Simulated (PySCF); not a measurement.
# Continuum solvent and chemical shifts

Bonds (- single, = double, # triple, : aromatic): C1-C2, C2:C3, C3:N4, N4:C5, C5:N6, N6:C2. C1 carries H7, H8, H9; C3 carries H10; C5 carries H11; N6 carries H12.

GIAO PBE0/pcSseg-1 in PySCF 2.14 on one PBE0-D3(BJ)/def2-SVP conformer, non-relativistic, equivalent nuclei averaged. Solvents enter as an IEF-PCM continuum (tetrahydrofuran with ε = 7.4, acetone with ε = 20.5) around the gas-phase geometry. Shifts are referred to TMS computed in the same medium.

In tetrahydrofuran, δ in ppm: C5 138.4, C2 132.0, C3 130.7, C1 11.7, H12 8.63, H11 7.43, H10 6.81, H7/H8/H9 2.37. Dipole moment 5.23 D.

(1) How does each δ change in the more polar medium?

(2) Which nuclei move most (in ppm), and what does the model miss?

Answers

(1) 
```
   atoms                                              environment  Δδ, acetone
      C5                 aromatic CH between two ring heteroatoms         +0.5
      C2      substituted aromatic carbon next to a ring nitrogen         +0.9
      C3                      aromatic CH next to a ring nitrogen         -0.4
      C1                        methyl carbon on an aromatic ring         +0.1
     H12                 hydrogen on a pyrrole-type ring nitrogen        +0.16
     H11  hydrogen on an aromatic CH between two ring heteroatoms        +0.04
     H10       hydrogen on an aromatic CH next to a ring nitrogen        -0.02
H7/H8/H9          hydrogen on a methyl carbon on an aromatic ring        +0.02
```

Changes are relative to tetrahydrofuran. The dipole moment becomes 5.43 D in acetone.

(2) C2 (substituted aromatic carbon next to a ring nitrogen, +0.9 ppm) in acetone. A continuum only polarises the solute; specific hydrogen bonds, the anisotropy of aromatic solvents and changes of geometry or conformer are outside it.
